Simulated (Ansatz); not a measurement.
Relaxed structures of CH5AlMg, closed shell (PBE0-D4/def2-TZVP; forces vanish, vibrations not checked; lower isomers may exist, and structures with a doubtful reference or unclear bonds are left out; Å). Ansatz 0.2.0; basis: def2-TZVPP; cores frozen in the correlated methods. The outer core shell of Li, Na, Mg and K is correlated. The def2 sets are not built for correlating such inner shells, so the correlated values are less sure here.

(1) Rank them by CCSD(T) energy, lowest first, and give each one's height above the lowest. Links in brackets join atoms within 1.22 times the sum of their covalent radii (1.1 for two metals). (To be estimated.)
A.
CH₅AlMg ([CH3][Mg]1[H][AlH]1)
```
8
angstrom
C -1.2796 1.2654 -0.6759
Al 1.3161 -2.1329 1.1957
Mg -0.0885 -0.2259 0.1418
H -1.0218 2.2462 -0.2642
H -2.3417 1.0943 -0.4803
H -1.1493 1.3249 -1.7610
H 1.8210 -0.6572 0.2695
H 2.8007 -2.6883 1.4307
```
B.
CH₅AlMg ([CH3][Al]1[H][MgH]1)
```
8
angstrom
C -1.0201 0.9026 -0.3327
Al 0.1965 -0.6267 -0.1364
Mg 1.2677 -2.4807 1.2790
H -0.7399 1.7005 0.3631
H -2.0441 0.6069 -0.0812
H -1.0200 1.3136 -1.3442
H -0.0536 -1.0466 1.6206
H 1.9646 -3.7001 2.2340
```
C.
CH₅AlMg ([CH3][AlH][MgH])
```
8
angstrom
C -1.0339 1.0010 -0.5320
Al 0.7144 0.1766 -0.1649
Mg 1.1218 -2.1539 1.2334
H -1.0574 2.0203 -0.1283
H -1.8895 0.4575 -0.1264
H -1.1781 1.1004 -1.6146
H 1.9466 1.0092 -0.7748
H 1.3760 -3.6111 2.1077
```

T1 diagnostic: at most 0.011. The restricted Hartree–Fock reference is unstable towards an unrestricted one at one or more of these structures.

Results:

(1) Computed: C (0.00 kcal/mol), B (12.10 kcal/mol), A (14.80 kcal/mol). Heights count from the lowest.

For scale, one of the runs: CCSD(T)/def2-TZVPP, 175 basis functions, launched by `ansatz run in.yaml --threads 2 --pin off --events-out ev --progress --plain --max-ram 4352MiB`. The run took 44 s on 2 CPU threads of an Arm Neoverse V1 (shared host), with 1.6 GiB of host memory at its peak.
